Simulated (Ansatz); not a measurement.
SiH2Cl2⁻, that is SiCl2H2 with one electron more. Charge -1, multiplicity 2. Geometry PBE-D4/def2-TZVP, that of the neutral singlet; atoms count from 1.

```xyz
5

Si    0.0830    0.0162    0.1131
Cl    0.6968    0.2387   -1.8364
Cl   -1.9118   -0.4763    0.1810
H     0.2709    1.3120    0.8154
H     0.8611   -1.0907    0.7269
```

The highest occupied level of the charge -1 doublet lies above zero (up to 1.87 eV). By energy differences it is unbound by 0.84 eV (vertical, to the charge 0 singlet, at PBE0-D4/def2-TZVPD) and held by the finite basis.

(1) Estimate the Mulliken populations from the PBE0/def2-TZVPD orbitals of Ansatz.

(2) Where does the spin sit?

Results:

(1) 
```json
{"atom": "Si1", "charge (e)": "-0.89", "spin (α − β)": "1.54"}
{"atom": "Cl2", "charge (e)": "-0.04", "spin (α − β)": "-0.22"}
{"atom": "Cl3", "charge (e)": "-0.04", "spin (α − β)": "-0.22"}
{"atom": "H4", "charge (e)": "-0.01", "spin (α − β)": "-0.05"}
{"atom": "H5", "charge (e)": "-0.01", "spin (α − β)": "-0.05"}
```
Mulliken values and Mayer orders depend strongly on the basis. With diffuse functions, as here, like atoms can get unlike values, and bond orders can come out too low or too high.

(2) Summed by element: Si 1.54, Cl -0.44, H -0.10, of 1 unpaired in all. Largest on single atoms: Si1 1.54, Cl2 -0.22, Cl3 -0.22.
